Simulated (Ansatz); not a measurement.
# C₄H₆O: basis-set convergence

How large a basis does C₄H₆O need? Two functionals are run in growing sets.

Computed with Ansatz 0.2.0, Gaussian basis. Level: one geometry, several basis sets.

The runs, in order: PBE0-D4/def2-SVP; ωB97M-V/def2-SVP; PBE0-D4/def2-QZVPP; ωB97M-V/def2-QZVPP; the functionals' def2-TZVPP values are taken from earlier runs.

## 1. The geometry

All runs share one geometry, relaxed beforehand with PBE0-D4 in a triple-zeta def2 set.

SMILES `C=COC=C`, 11 atoms, charge 0, spin multiplicity 1.

Atoms are counted from 1 here; the program's logs count them from 0.

Bond lengths: C1–C2 1.326 Å, C1–H6 1.082 Å, C1–H7 1.081 Å, C2–O3 1.356 Å, C2–H8 1.084 Å, O3–C4 1.361 Å, C4–C5 1.322 Å, C4–H9 1.087 Å, C5–H10 1.083 Å, C5–H11 1.081 Å. Angles: C2–C1–H6 123.1°, C2–C1–H7 118.8°, H6–C1–H7 118.1°, C1–C2–O3 127.2°, C1–C2–H8 122.6°, O3–C2–H8 110.2°, C2–O3–C4 118.1°, O3–C4–C5 121.8°, O3–C4–H9 114.6°, C5–C4–H9 123.5°, C4–C5–H10 121.5°, C4–C5–H11 119.6°, H10–C5–H11 118.9°.

## 2. PBE0-D4 in def2-SVP

Contents of in.yaml:

```yaml
crystal:
  periodic: [false, false, false]
  atoms:
    - {symbol: C, position_ang: [-0.558239, 1.369401, 1.161441]}
    - {symbol: C, position_ang: [-0.981682, 0.117219, 1.051519]}
    - {symbol: O, position_ang: [-0.501851, -0.840160, 0.219929]}
    - {symbol: C, position_ang: [0.257440, -0.446861, -0.838997]}
    - {symbol: C, position_ang: [1.214977, -1.213453, -1.331721]}
    - {symbol: H, position_ang: [0.272183, 1.764556, 0.591578]}
    - {symbol: H, position_ang: [-1.047738, 2.024772, 1.867949]}
    - {symbol: H, position_ang: [-1.784450, -0.283657, 1.659145]}
    - {symbol: H, position_ang: [-0.024780, 0.511564, -1.267137]}
    - {symbol: H, position_ang: [1.475160, -2.158367, -0.871979]}
    - {symbol: H, position_ang: [1.744382, -0.901916, -2.221129]}
basis:
  gaussian: {orbitals: def2-SVP}
hamiltonian: {xc: pbe0, dispersion: d4}
output: {orbitals: {seedname: orbitals}}
```

On the command line:

```bash
> ansatz run in.yaml --threads 4 --pin off --events-out ev --progress --plain --max-ram 10444MiB
```

After this run come: ωB97M-V in def2-SVP; PBE0-D4 in def2-QZVPP; ωB97M-V in def2-QZVPP.

Before running them: what should the planned runs give, taken together? Wanted: PBE0-D4: double and triple zeta above quadruple; ωB97M-V: double and triple zeta above quadruple.

As calculated:

| quantity | value |
| --- | --- |
| PBE0-D4: double and triple zeta above quadruple | 7.43, 0.35 eV |
| ωB97M-V: double and triple zeta above quadruple | 7.73, 0.33 eV |

For PBE0-D4 the step from double to triple zeta gains 7.08 eV and the next only 0.35 eV. These are total energies; as a rule much of such shifts cancels in differences, which this series doesn't test.
